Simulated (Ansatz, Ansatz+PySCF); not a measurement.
# Stretching singlet HCl

The H–Cl distance is varied.

Basis set: cc-pVDZ (spherical functions). Left uncorrelated: 5 orbitals. Charge 0, multiplicity 1.

Computed with Ansatz (development build ahead of 0.2.0), each point on the determinant that the search for low states chose. Each curve is measured from its own lowest point listed.

```csv
r(H–Cl) (Å),RHF (eV)
1.182,0.191
1.284,0.000
1.388,0.180
1.928,2.869
2.570,5.630
3.856,8.277
```

(1) Give the RHF-MP2 curve at the same distances.

Answers

(1)

```json
{"r (Å)": "1.182", "E (eV)": "0.219"}
{"r (Å)": "1.284", "E (eV)": "0.000"}
{"r (Å)": "1.388", "E (eV)": "0.150"}
{"r (Å)": "1.928", "E (eV)": "2.596"}
{"r (Å)": "2.570", "E (eV)": "4.777"}
{"r (Å)": "3.856", "E (eV)": "5.370"}
```

Caution at some points: an unrestricted determinant lies well below. Caution for RHF-MP2 at some points: bonds are stretched, where a single reference can fail; large amplitudes, a single reference is doubtful.
